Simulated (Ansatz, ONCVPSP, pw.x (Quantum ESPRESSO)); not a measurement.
# What a changed setting does to a pw.x run (fcc Al)

Potential: optimised norm-conserving Vanderbilt (ONCV), ONCVPSP 4.0.1.1 (patched build), PBEsol; core [Ne], reference 3s2 3p1; waves: 3s: rc 1.90 bohr, ncon 3, nbas 6, qcut 3.5 1/bohr, 2 projectors, debl 1.4 Ha; 3p: rc 1.95 bohr, ncon 4, nbas 7, qcut 5 1/bohr, 1 projector; d scattering state at 0.38 Ha: rc 1.70 bohr, ncon 4, nbas 9, qcut 6.6 1/bohr, 2 projectors, debl 1.4 Ha; local part: polynomial inside 1.60 bohr (lpopt 5, dvloc0 0 Ha); core correction: polynomial model core, fcfact 0.65.

The reference run (k-mesh 14³, cutoffs 50/200 Ry, Fermi–Dirac 0.01 Ry, mixing_beta 0.4, conv_thr 1e-9, no spin) gives -0.79 GPa at 16.207 Å³/atom, where all-electron LAPW gives -0.16 GPa. This run, with its own iteration cap, changes k-mesh points per axis to 2.

```
&control
  calculation='scf', prefix='x', pseudo_dir='./', outdir='./tmp', tstress=.true., disk_io='none'
/
&system
  ibrav=0, nat=1, ntyp=1, ecutwfc=50, ecutrho=200, nbnd=8,
  occupations='smearing', smearing='fd', degauss=0.01
/
&electrons
  conv_thr=1e-09, mixing_beta=0.4, electron_maxstep=70
/
ATOMIC_SPECIES
Al 1.0 Al.UPF
CELL_PARAMETERS angstrom
  0.00000000 2.00858807 2.00858807
  2.00858807 0.00000000 2.00858807
  2.00858807 2.00858807 0.00000000
ATOMIC_POSITIONS crystal
Al 0.0000 0.0000 0.0000
K_POINTS automatic
2 2 2 0 0 0
```

```bash
pw.x < Al.scf.in > Al.scf.out
```

Problem. How does the run end?

Solution. It converges in 6 iterations; the free energy moves by -678.3 meV/atom and the pressure by -5.05 GPa.

```
Message from routine setup:
     using ibrav=0 with symmetry is DISCOURAGED, use correct ibrav instead
     lattice parameter (alat)  =       5.3679  a.u.
     unit-cell volume          =     109.3703 (a.u.)^3
     number of electrons       =         3.00
     number of Kohn-Sham states=            8
     kinetic-energy cutoff     =      50.0000  Ry
     charge density cutoff     =     200.0000  Ry
     scf convergence threshold =      1.0E-09
     Exchange-correlation= PBESOL
     number of k points=     3  Fermi-Dirac smearing, width (Ry)=  0.0100
     iteration #  1     ecut=    50.00 Ry     beta= 0.40
     total energy              =      -6.53261221 Ry
     estimated scf accuracy    <       0.00848699 Ry
     iteration #  2     ecut=    50.00 Ry     beta= 0.40
     total energy              =      -6.53159763 Ry
     estimated scf accuracy    <       0.00285370 Ry
     iteration #  3     ecut=    50.00 Ry     beta= 0.40
     total energy              =      -6.53166292 Ry
     estimated scf accuracy    <       0.00000153 Ry
     iteration #  4     ecut=    50.00 Ry     beta= 0.40
     total energy              =      -6.53166492 Ry
     estimated scf accuracy    <       0.00000024 Ry
     iteration #  5     ecut=    50.00 Ry     beta= 0.40
     total energy              =      -6.53166493 Ry
     estimated scf accuracy    <          2.5E-09 Ry
     iteration #  6     ecut=    50.00 Ry     beta= 0.40
     the Fermi energy is     5.7629 ev
!    total energy              =      -6.53166493 Ry
     estimated scf accuracy    <          6.3E-11 Ry
     smearing contrib. (-TS)   =      -0.00064489 Ry
     The total energy is F=E-TS. E is the sum of the following terms:
     one-electron contribution =       2.93318472 Ry
     hartree contribution      =       0.01254300 Ry
     xc contribution           =      -4.04112827 Ry
     ewald contribution        =      -5.43561949 Ry
     convergence has been achieved in   6 iterations
          total   stress  (Ry/bohr**3)                   (kbar)     P=      -58.37
     Message from routine punch:
     Nothing written, as per user request (disk_io='none')
```

The run took about 0.4 s on one core of a shared host (Neoverse-V1, 32 threads, 247 GiB, load 38).
